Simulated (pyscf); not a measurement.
## Hydrogen shift: `[CH3][CH2][O][O]` [doublet] -> `[CH2][CH2][O][OH]` [doublet]

Gas phase, doublet surface, charge 0. Bonds broken: C1–H5. Bonds formed: O4–H5. Single points on ωB97X-D3(BJ)/def2-SVP structures (PySCF, gas phase).

Transition state (Å):

```xyz
9

C     -0.9679    -0.3120     0.8571
C     -0.1709     0.9578     0.5811
O      0.6021     0.6290    -0.5624
O     -0.3287     0.0176    -1.3991
H     -0.9468    -0.5009    -0.5078
H     -0.4006    -1.1568     1.2718
H     -1.9899    -0.2173     1.2444
H      0.5369     1.2404     1.3776
H     -0.8514     1.8025     0.3701
```

One imaginary mode, 2521i cm⁻¹; descent along it reached the two sides named.

```tsv
bond	change	reactant side (Å)	saddle	product side
C1–H5	breaks	1.100	1.378	2.9
O4–H5	forms	2.6	1.202	0.969
```

Electronic energies relative to the reactant's lowest minimum found (kcal/mol):

```csv
level,barrier,reaction energy
ωB97X-D3(BJ)/def2-TZVP,44.3,+24.0
PBE/def2-TZVP,35.2,+23.4
r²SCAN/def2-TZVP,37.3,+20.6
B3LYP-D3(BJ)/def2-TZVP,41.1,+22.3
PBE0-D3(BJ)/def2-TZVP,40.4,+22.2
M06-2X/def2-TZVP,42.8,+19.9
ωB97M-D3(BJ)/def2-TZVP,43.1,+21.9
HF/def2-TZVP,57.0,+22.1
```

With ωB97M-D3(BJ)/def2-TZVP energies and thermal terms (ideal gas, 1 atm, RRHO with modes under 100 cm⁻¹ raised to 100, one conformer, R ln 2 for rigid chiral ones), in kcal/mol:

```csv
T (K),ΔH‡,ΔG‡,ΔH,ΔG
298,38.7,39.3,+20.2,+18.9
600,38.5,40.0,+21.0,+17.3
900,38.5,40.7,+21.5,+15.3
1200,38.3,41.5,+21.7,+13.3
```

The same reactants have a lower exit, to •O–OH + H₂C=CH₂ (barrier +35.5 kcal/mol at ωB97M-D3(BJ), against +43.1 kcal/mol here). H₃C–CH₂–O–O• lies 43.3 kcal/mol over its isomer H₃C–CH(O•)–OH, and others may lie lower still (electronic energy, ωB97M-D3(BJ)). •H₂C–CH₂–O–OH lies 65.2 kcal/mol over its isomer H₃C–CH(O•)–OH, and others may lie lower still (electronic energy, ωB97M-D3(BJ)). This is the saddle that the search found; another between the same sides may lie lower.
